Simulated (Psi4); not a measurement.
**[AlH3]− (SMILES [AlH3-]) at 3 levels**

Wanted: a comparison of 3 runs (U-revPBE/aug-cc-pVTZ, USVWN5/aug-cc-pVTZ, UTPSS/aug-cc-pVTZ) of [AlH3]−. 

Program for the calculation: Psi4 1.11.

### Step 1. The structure to begin with

The species is [AlH3]− (4 atoms), meant as a doublet with charge -1. As SMILES, `[AlH3-]`. The Al1–H3 distance was set to 2.191 Å, away from the relaxed value. At this shape a bond of the SMILES string is far longer than usual.

Bond lengths: Al1–H2 1.684 Å, Al1–H4 1.685 Å. Angles: H2–Al1–H4 101.1°.

### Step 2. Energy and gradient at U-revPBE/aug-cc-pVTZ (run 1)

input.inp reads:

```
memory 1600 MB

molecule {
  -1 2
  Al     0.195685     0.797142    -0.414597
  H      0.828665     1.095862     1.117103
  H     -1.350110    -0.683860     0.050500
  H      1.395995    -0.183768    -1.075027
  symmetry c1
}

set globals {
  reference uks
  puream true
  e_convergence 1e-09
  d_convergence 1e-08
  scf_type pk
  dft_radial_points 99
  dft_spherical_points 590
  maxiter 200
}

E, wfn = gradient("revpbe/aug-cc-pVTZ", return_wfn=True)
```

The run is started by

```bash
psi4 input.inp input.out -n 1
```

input.out:

```text
[...]
  Running in c1 symmetry.
[...]
  Nuclear repulsion =   11.863157817649638
[...]
  Multiplicity = 2
[...]
  Nalpha       = 9
  Nbeta        = 8
[...]
    Number of basis functions: 119
[...]
   @UKS iter   1:  -244.02009598739079   -3.51434e-01   2.86587e-03 ADIIS/DIIS
[...]
   @UKS iter  12:  -244.13761994737703   -1.71951e-11   6.38947e-09 DIIS
[...]
   @S^2 Observed:                7.527194134E-01
[...]
  @UKS Final Energy:  -244.13761994737703
   => Energetics <=
    Nuclear Repulsion Energy =             11.8631578176496379
    One-Electron Energy =                -365.5437924072139140
    Two-Electron Energy =                 129.2814880054899334
    DFT Exchange-Correlation Energy =     -19.7384733633027167
    Empirical Dispersion Energy =           0.0000000000000000
    VV10 Nonlocal Energy =                  0.0000000000000000
    Total Energy =                       -244.1376199473770328
[...]
  -Total Gradient:
     Atom            X                  Y                   Z
    ------   -----------------  -----------------  -----------------
       1        0.010904664788     0.034893161695    -0.017424242554
       2        0.004028889248    -0.005897922379     0.004196737596
       3       -0.018962814820    -0.023258959318     0.008682541674
       4        0.004029362846    -0.005736032698     0.004544847026
[...]
```

It took 26 s on 1 thread of Intel Xeon 6975P-C (Granite Rapids), shared host; peak memory 0.89 GiB.

### Step 3. Energy and forces at USVWN5/aug-cc-pVTZ (run 2)

input.inp reads:

```
memory 1600 MB

molecule {
  -1 2
  Al
  H 1 1.684043
  H 1 2.1907 2 101.07175
  H 1 1.684962 2 101.06986 3 -103.76603
  symmetry c1
}

set basis aug-cc-pVTZ
set reference uks
set puream true
set e_convergence 1e-09
set d_convergence 1e-08
set scf_type pk
set dft_radial_points 99
set dft_spherical_points 590
set maxiter 200

E, wfn = gradient("scf", dft_functional={"name": "SVWN5", "x_functionals": {"LDA_X": {}}, "c_functionals": {"LDA_C_VWN": {}}}, return_wfn=True)
oeprop(wfn, "WIBERG_LOWDIN_INDICES", "MULLIKEN_CHARGES", "LOWDIN_CHARGES")
print_variables()
```

The run is started by

```bash
psi4 input.inp input.out -n 1
```

input.out:

```text
[...]
  Running in c1 symmetry.
[...]
  Nuclear repulsion =   11.863157626389173
[...]
  Multiplicity = 2
[...]
  Nalpha       = 9
  Nbeta        = 8
[...]
    Number of basis functions: 119
[...]
   @UKS iter   1:  -242.96120792150202   -3.17376e-01   3.02613e-03 DIIS/ADIIS
[...]
   @UKS iter  12:  -243.09284521019865   -4.63274e-12   3.41176e-09 DIIS
[...]
   @S^2 Observed:                7.514840298E-01
[...]
  @UKS Final Energy:  -243.09284521019865
   => Energetics <=
    Nuclear Repulsion Energy =             11.8631576263891727
    One-Electron Energy =                -365.4716676413605683
    Two-Electron Energy =                 129.1590308563033886
    DFT Exchange-Correlation Energy =     -18.6433660515306414
    Empirical Dispersion Energy =           0.0000000000000000
    VV10 Nonlocal Energy =                  0.0000000000000000
    Total Energy =                       -243.0928452101986466
[...]
  -Total Gradient:
     Atom            X                  Y                   Z
    ------   -----------------  -----------------  -----------------
       1        0.016757593620    -0.037230533987    -0.005976908507
       2       -0.005918797282     0.002653842037     0.006024918950
       3       -0.003059497061     0.032387020990    -0.003885781735
       4       -0.007779090757     0.002189451872     0.003837645457
[...]
```

It took 21 s on 1 thread of Intel Xeon 6975P-C (Granite Rapids), shared host; peak memory 0.88 GiB.

### Step 4. Energy and forces at UTPSS/aug-cc-pVTZ (run 3)

calc.py reads:

```python
import psi4

psi4.set_memory('1600 MB')
psi4.set_num_threads(1)
psi4.set_output_file('psi4.out', False)

molecule = psi4.geometry("""
-1 2
Al
H 1 1.684043
H 1 2.1907 2 101.07175
H 1 1.684962 2 101.06986 3 -103.76603
symmetry c1
""")

psi4.set_options({
    'reference': 'uks',
    'puream': True,
    'e_convergence': 1e-09,
    'd_convergence': 1e-08,
    'scf_type': 'pk',
    'dft_radial_points': 99,
    'dft_spherical_points': 590,
    'maxiter': 200,
})

E, wfn = psi4.gradient('tpss/aug-cc-pVTZ', molecule=molecule, return_wfn=True)
print('gradient / Eh bohr^-1')
print(E.np.round(6))
print(f'energy = {wfn.energy():.10f} Eh')
```

The run is started by

```bash
python calc.py
```

psi4.out:

```text
[...]
  Running in c1 symmetry.
[...]
  Nuclear repulsion =   11.863157626389173
[...]
  Multiplicity = 2
[...]
  Nalpha       = 9
  Nbeta        = 8
[...]
    Number of basis functions: 119
[...]
   @UKS iter   1:  -244.11624900394884   -3.89832e-01   2.67675e-03 DIIS/ADIIS
[...]
   @UKS iter  12:  -244.21641116094804   -6.79279e-12   3.96480e-09 DIIS
[...]
   @S^2 Observed:                7.524031678E-01
[...]
  @UKS Final Energy:  -244.21641116094804
   => Energetics <=
    Nuclear Repulsion Energy =             11.8631576263891727
    One-Electron Energy =                -365.5954382443433133
    Two-Electron Energy =                 129.3498543759431527
    DFT Exchange-Correlation Energy =     -19.8339849189370518
    Empirical Dispersion Energy =           0.0000000000000000
    VV10 Nonlocal Energy =                  0.0000000000000000
    Total Energy =                       -244.2164111609480415
[...]
  -Total Gradient:
     Atom            X                  Y                   Z
    ------   -----------------  -----------------  -----------------
       1        0.019033553499    -0.038448992674    -0.007557503755
       2       -0.006431966103     0.002901089521     0.007404337849
       3       -0.003337537257     0.033349739147    -0.003851417860
       4       -0.009263220394     0.002198099126     0.004003919557
[...]
```

The script printed:

```text
gradient / Eh bohr^-1
[[ 0.019034 -0.038449 -0.007558]
 [-0.006432  0.002901  0.007404]
 [-0.003338  0.03335  -0.003851]
 [-0.009263  0.002198  0.004004]]
energy = -244.2164111609 Eh
```

Wall time 49 s (1 thread of Intel Xeon 6975P-C (Granite Rapids), shared host); peak memory 0.91 GiB.

### Step 5. All runs side by side

```csv
run,level,energy (Eh),HOMO energy (eV),LUMO energy (eV),⟨S²⟩,wall time
1,U-revPBE/aug-cc-pVTZ,-244.137620,0.65,2.04,0.753,26 s
2,USVWN5/aug-cc-pVTZ,-243.092845,0.66,1.59,0.751,21 s
3,UTPSS/aug-cc-pVTZ,-244.216411,0.55,1.80,0.752,49 s
```

### Step 6. Results

| quantity | value |
| --- | --- |
| run 3: total energy | -244.21641 Eh |
| run 3: HOMO energy (highest over α and β) | 0.55 eV |
| run 3: LUMO energy (lowest over α and β) | 1.80 eV |
| run 3: ⟨S²⟩ | 0.752 |
| run 3: largest force on an atom | 2.240 eV/Å |

In words: Totals of different functionals can't be ranked against each other. In runs 1, 2, 3 the HOMO lies above zero, so the outermost electron may be held by the basis alone. All runs together took 97 s, the longest 49 s.
